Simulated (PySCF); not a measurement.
**Oscillator strengths, rates and cross-sections**

Sulfuryl chloride fluoride, ClFO2S.
SMILES: `O=S(=O)(F)Cl`

Theory: PySCF, TDDFT wB97X-D/def2-SVPD, vertical, gas phase, core orbitals frozen in the response. Isolated species at its PBE0-D3(BJ)/def2-SVP geometry, gas phase.

For one non-degenerate pair of states in vacuum, A = 0.6670 f ν̃² s⁻¹ with ν̃ in cm⁻¹, τ = 1/A, |μ|² = 3f / (2ΔE) in atomic units, and the integrated cross-section is ∫σ dE = 109.76 f Mb·eV.

Only emission to the ground state at the vertical energy is counted.

Energies and rates of the computed singlets with f of 0.002 or more:

```json
{"state": "S1", "λ (nm)": "216.6", "A (s⁻¹)": "3.37×10⁶"}
{"state": "S2", "λ (nm)": "203.0", "A (s⁻¹)": "4.50×10⁶"}
{"state": "S5", "λ (nm)": "157.0", "A (s⁻¹)": "5.21×10⁸"}
```

Which f and |μ| stand behind these rates?

f = A / (0.6670 ν̃²), and |μ| follows from f:

| state | f | \|μ\| (D) | τ | main configurations (H = HOMO, L = LUMO) |
| --- | --- | --- | --- | --- |
| S1 | 0.0024 | 0.33 | 300 ns | H→L (97%) |
| S2 | 0.0028 | 0.35 | 220 ns | H-1→L (95%) |
| S5 | 0.192 | 2.53 | 1.9 ns | H-3→L (81%) |

Suppose S1 emitted 0.3 eV lower with the same transition dipole. How would A change?

At fixed |μ|, A goes as the cube of the energy: (5.42/5.72)³ = 0.85, which makes τ about 350 ns.

By what factor does the largest A in the list exceed the smallest?

S5 has 150 times the rate of S1.

Which computed singlets stay under f = 0.002?

S3 (6.51 eV, f 0.0015), S4 (7.47 eV, f 0.0008) and S6 (8.10 eV, f 0.0001).

Time: 9.3 s; peak memory 0.54 GiB. Hardware: one thread, Intel Xeon Platinum 8375C at 2.90 GHz (x86_64), no GPU (shared host).
